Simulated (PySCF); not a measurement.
Q: What does the PBE0-D3(BJ)/def2-SVP structure of `[AlH2][CH2][SiH3]` look like in three dimensions?

A: 
```xyz
10
CH7AlSi angstrom
Al     1.629    0.708   -0.121
C      0.184   -0.603   -0.209
Si    -1.323   -0.182    0.829
H      2.745    0.589    1.007
H      1.676    1.904   -1.170
H     -0.157   -0.709   -1.255
H      0.549   -1.588    0.132
H     -2.405   -1.208    0.708
H     -1.895    1.140    0.414
H     -0.949   -0.074    2.275
```

Any rigid rotation of these coordinates is as good. Atoms count from 1 in this order. Al1 (aluminium bonded to C and 2 H) is planar (angles 120.2°, 120.0° and 119.8°, sum 360.0°, 0.01 Å off the plane of its three neighbours). Si3 (SiH3 silicon) is tetrahedral (angles from 107.4° to 112.5°).

Bonds between heavy atoms (Å): Al1–C2 1.954, C2–Si3 1.878.

Method used: PBE0-D3(BJ)/def2-SVP geometry optimisation, gas phase (PySCF 2.14.0).

Stationary, but not proved a minimum. One conformer, not necessarily the lowest (H–Al1–C2–Si3 88° and -91°).
